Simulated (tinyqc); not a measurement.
Worked calculation: UKS/exchange-only LDA in the sto-3g basis, for NH, spin multiplicity 3. One step of it, computed by the program tinyqc.

Problem. Iteration 2: building the Kohn-Sham matrix. J_ij = sum D_kl (ij|kl) with D = D(alpha) + D(beta); F = H + J + V_xc; E = tr D H + tr D J / 2 + E_xc + E_nn.

D(alpha) after iteration 1, order 1N 1s, 1N 2s, 1N 2px, 1N 2py, 1N 2pz, 2H 1s:
$$\begin{pmatrix}
1.060163 & -0.259315 & 0.000000 & 0.000000 & -0.012849 & 0.044585 \\
-0.259315 & 1.122984 & 0.000000 & 0.000000 & 0.045153 & -0.262542 \\
0.000000 & 0.000000 & 1.000000 & 0.000000 & 0.000000 & 0.000000 \\
0.000000 & 0.000000 & 0.000000 & 1.000000 & 0.000000 & 0.000000 \\
-0.012849 & 0.045153 & 0.000000 & 0.000000 & 0.024163 & 0.131905 \\
0.044585 & -0.262542 & 0.000000 & 0.000000 & 0.131905 & 0.969570
\end{pmatrix}$$

D(beta) after iteration 1, order 1N 1s, 1N 2s, 1N 2px, 1N 2py, 1N 2pz, 2H 1s:
$$\begin{pmatrix}
1.060151 & -0.259317 & 0.000000 & 0.000000 & -0.014876 & 0.045279 \\
-0.259317 & 1.123284 & 0.000000 & 0.000000 & 0.054719 & -0.266562 \\
0.000000 & 0.000000 & 0.000000 & 0.000000 & 0.000000 & 0.000000 \\
0.000000 & 0.000000 & 0.000000 & 0.000000 & 0.000000 & 0.000000 \\
-0.014876 & 0.054719 & 0.000000 & 0.000000 & 0.018757 & 0.108983 \\
0.045279 & -0.266562 & 0.000000 & 0.000000 & 0.108983 & 0.987740
\end{pmatrix}$$

core Hamiltonian H = T + V (hartree), order 1N 1s, 1N 2s, 1N 2px, 1N 2py, 1N 2pz, 2H 1s:
$$\begin{pmatrix}
-24.539951 & -5.642390 & 0.000000 & 0.000000 & -0.006885 & -0.427258 \\
-5.642390 & -6.601791 & 0.000000 & 0.000000 & -0.087241 & -1.186861 \\
0.000000 & 0.000000 & -5.238617 & 0.000000 & 0.000000 & 0.000000 \\
0.000000 & 0.000000 & 0.000000 & -5.238617 & 0.000000 & 0.000000 \\
-0.006885 & -0.087241 & 0.000000 & 0.000000 & -5.285772 & -1.066376 \\
-0.427258 & -1.186861 & 0.000000 & 0.000000 & -1.066376 & -2.871372
\end{pmatrix}$$

Two-electron integrals (ij|kl) in chemists' order, unique and non-zero (hartree):
```
(11|11) 4.166630   (21|11) 0.640849   (21|21) 0.117461   (22|11) 0.969864
(22|21) 0.220936   (22|22) 0.708245   (31|31) 0.020960   (32|31) 0.032452
(32|32) 0.156449   (33|11) 0.967124   (33|21) 0.220977   (33|22) 0.708086
(33|33) 0.762805   (41|41) 0.020960   (42|41) 0.032452   (42|42) 0.156449
(43|43) 0.041119   (44|11) 0.967124   (44|21) 0.220977   (44|22) 0.708086
(44|33) 0.680568   (44|44) 0.762805   (51|51) 0.020960   (52|51) 0.032452
(52|52) 0.156449   (53|53) 0.041119   (54|54) 0.041119   (55|11) 0.967124
(55|21) 0.220977   (55|22) 0.708086   (55|33) 0.680568   (55|44) 0.680568
(55|55) 0.762805   (61|11) 0.048500   (61|21) 0.008828   (61|22) 0.016548
(61|33) 0.016514   (61|44) 0.016514   (61|51) 0.000424   (61|52) 0.000811
(61|55) 0.016618   (61|61) 0.000673   (62|11) 0.148412   (62|21) 0.034360
(62|22) 0.125930   (62|33) 0.123210   (62|44) 0.123210   (62|51) 0.002807
(62|52) 0.023796   (62|55) 0.131239   (62|61) 0.002653   (62|62) 0.031963
(63|31) 0.003099   (63|32) 0.019243   (63|53) 0.004485   (63|63) 0.003671
(64|41) 0.003099   (64|42) 0.019243   (64|54) 0.004485   (64|64) 0.003671
(65|11) 0.131694   (65|21) 0.030824   (65|22) 0.120327   (65|33) 0.114981
(65|44) 0.114981   (65|51) 0.005175   (65|52) 0.039501   (65|55) 0.130878
(65|61) 0.002453   (65|62) 0.036655   (65|65) 0.045080   (66|11) 0.343474
(66|21) 0.080687   (66|22) 0.339468   (66|33) 0.326646   (66|44) 0.326646
(66|51) 0.006672   (66|52) 0.080244   (66|55) 0.364750   (66|61) 0.006242
(66|62) 0.121088   (66|65) 0.155615   (66|66) 0.774606
```

nuclear repulsion = 2.41318598 hartree

V_xc(alpha) (hartree), order 1N 1s, 1N 2s, 1N 2px, 1N 2py, 1N 2pz, 2H 1s:
$$\begin{pmatrix}
-2.448708 & -0.339944 & 0.000000 & 0.000000 & -0.001177 & -0.025869 \\
-0.339944 & -0.609625 & 0.000000 & 0.000000 & -0.014581 & -0.106711 \\
0.000000 & 0.000000 & -0.629890 & 0.000000 & 0.000000 & 0.000000 \\
0.000000 & 0.000000 & 0.000000 & -0.629890 & 0.000000 & 0.000000 \\
-0.001177 & -0.014581 & 0.000000 & 0.000000 & -0.555924 & -0.104427 \\
-0.025869 & -0.106711 & 0.000000 & 0.000000 & -0.104427 & -0.450443
\end{pmatrix}$$

V_xc(beta) (hartree), order 1N 1s, 1N 2s, 1N 2px, 1N 2py, 1N 2pz, 2H 1s:
$$\begin{pmatrix}
-2.412048 & -0.310685 & 0.000000 & 0.000000 & -0.001821 & -0.023824 \\
-0.310685 & -0.450660 & 0.000000 & 0.000000 & -0.020228 & -0.089530 \\
0.000000 & 0.000000 & -0.441273 & 0.000000 & 0.000000 & 0.000000 \\
0.000000 & 0.000000 & 0.000000 & -0.441273 & 0.000000 & 0.000000 \\
-0.001821 & -0.020228 & 0.000000 & 0.000000 & -0.455230 & -0.096610 \\
-0.023824 & -0.089530 & 0.000000 & 0.000000 & -0.096610 & -0.447535
\end{pmatrix}$$

E_xc = sum of w rho eps_xc = -6.08987711 hartree

Give: Coulomb J; F(alpha); F(beta); total energy of this density.

Solution.

Coulomb J (hartree), order 1N 1s, 1N 2s, 1N 2px, 1N 2py, 1N 2pz, 2H 1s:
$$\begin{pmatrix}
12.9116 & 2.3227 & 0.0000 & 0.0000 & 0.0180 & 0.1754 \\
2.3227 & 5.4568 & 0.0000 & 0.0000 & 0.1805 & 1.0399 \\
0.0000 & 0.0000 & 5.4519 & 0.0000 & 0.0000 & 0.0000 \\
0.0000 & 0.0000 & 0.0000 & 5.4519 & 0.0000 & 0.0000 \\
0.0180 & 0.1805 & 0.0000 & 0.0000 & 5.4469 & 1.0487 \\
0.1754 & 1.0399 & 0.0000 & 0.0000 & 1.0487 & 3.5558
\end{pmatrix}$$

F(alpha) (hartree), order 1N 1s, 1N 2s, 1N 2px, 1N 2py, 1N 2pz, 2H 1s:
$$\begin{pmatrix}
-14.0771 & -3.6596 & 0.0000 & 0.0000 & 0.0099 & -0.2777 \\
-3.6596 & -1.7546 & 0.0000 & 0.0000 & 0.0787 & -0.2537 \\
0.0000 & 0.0000 & -0.4167 & 0.0000 & 0.0000 & 0.0000 \\
0.0000 & 0.0000 & 0.0000 & -0.4167 & 0.0000 & 0.0000 \\
0.0099 & 0.0787 & 0.0000 & 0.0000 & -0.3948 & -0.1221 \\
-0.2777 & -0.2537 & 0.0000 & 0.0000 & -0.1221 & 0.2340
\end{pmatrix}$$

F(beta) (hartree), order 1N 1s, 1N 2s, 1N 2px, 1N 2py, 1N 2pz, 2H 1s:
$$\begin{pmatrix}
-14.0404 & -3.6304 & 0.0000 & 0.0000 & 0.0093 & -0.2756 \\
-3.6304 & -1.5956 & 0.0000 & 0.0000 & 0.0730 & -0.2365 \\
0.0000 & 0.0000 & -0.2280 & 0.0000 & 0.0000 & 0.0000 \\
0.0000 & 0.0000 & 0.0000 & -0.2280 & 0.0000 & 0.0000 \\
0.0093 & 0.0730 & 0.0000 & 0.0000 & -0.2941 & -0.1143 \\
-0.2756 & -0.2365 & 0.0000 & 0.0000 & -0.1143 & 0.2369
\end{pmatrix}$$

total energy of this density = -52.964931 hartree
